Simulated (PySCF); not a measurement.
Shapes and spin states of Na3

Computed with PBE in PySCF with Na def2-TZVP; no relativity; density-fitted integrals.

Relaxations began from a few typed shapes and spin states; open shells are unrestricted. The search is not exhaustive: other isomers or separated fragments can lie lower, and high-lying points may rest on an excited occupation.

Question: Order these stationary points by electronic energy, lowest first, in kJ/mol from the lowest minimum.
A. quartet D3h: Na–Na 4.177 Å (×3); Na–Na–Na 60.0° (×3)
B. quartet D∞h: no bonded pair; 
C. doublet C2v: Na–Na 3.242 Å (×2); Na–Na–Na 83.6°

Answer: C (0.0), A (97.9), B (103.7).

Question: Which of them are minima?

Answer: By energy in kJ/mol, 0.0: minimum; 97.9: minimum; 103.7: not settled, its softest mode being under 30 cm⁻¹.
